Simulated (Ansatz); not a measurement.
The inner images of a band of AlF$_{2}$H (4 atoms, charge 0, multiplicity 1) are given out of order.

Level of theory: RKS PBE/6-31G* in Ansatz.

First end point:

```xyz
4
Properties=species:S:1:pos:R:3
Al 0.374 0.000 0.249
H 0.319 0.000 1.828
F 1.826 0.000 -0.557
F -1.020 0.000 -0.655
```

Last end point:

```xyz
4
Properties=species:S:1:pos:R:3
Al -0.777 0.000 0.437
H 1.626 0.000 1.312
F 1.554 0.000 0.359
F -0.903 0.000 -1.242
```

**Question.** Put them in order from the first end to the last, with their energies above the first end.
A.
```xyz
4
Properties=species:S:1:pos:R:3
Al -0.105 0.000 0.371
H 1.105 0.000 1.487
F 1.597 0.000 -0.016
F -1.097 0.000 -0.975
```
B.
```xyz
4
Properties=species:S:1:pos:R:3
Al -0.421 0.000 0.442
H 1.332 0.000 1.264
F 1.621 0.000 0.273
F -1.033 0.000 -1.113
```
C.
```xyz
4
Properties=species:S:1:pos:R:3
Al -0.618 0.000 0.450
H 1.463 0.000 1.281
F 1.627 0.000 0.326
F -0.973 0.000 -1.191
```
D.
```xyz
4
Properties=species:S:1:pos:R:3
Al 0.260 0.000 0.252
H 0.524 0.000 1.807
F 1.769 0.000 -0.420
F -1.053 0.000 -0.774
```
E.
```xyz
4
Properties=species:S:1:pos:R:3
Al 0.146 0.000 0.274
H 0.733 0.000 1.741
F 1.699 0.000 -0.286
F -1.078 0.000 -0.863
```
F.
```xyz
4
Properties=species:S:1:pos:R:3
Al -0.255 0.000 0.419
H 1.232 0.000 1.339
F 1.598 0.000 0.143
F -1.075 0.000 -1.035
```
G.
```xyz
4
Properties=species:S:1:pos:R:3
Al 0.026 0.000 0.315
H 0.934 0.000 1.631
F 1.634 0.000 -0.154
F -1.094 0.000 -0.926
```

**Answer.** D (+0.17 eV), E (+0.67 eV), G (+1.45 eV), A (+2.32 eV), F (+2.77 eV), B (+2.53 eV), C (+2.36 eV).

The run took 55 s on 1 thread of Arm Neoverse V1, with other jobs on the host, peak memory 0.094 GiB.
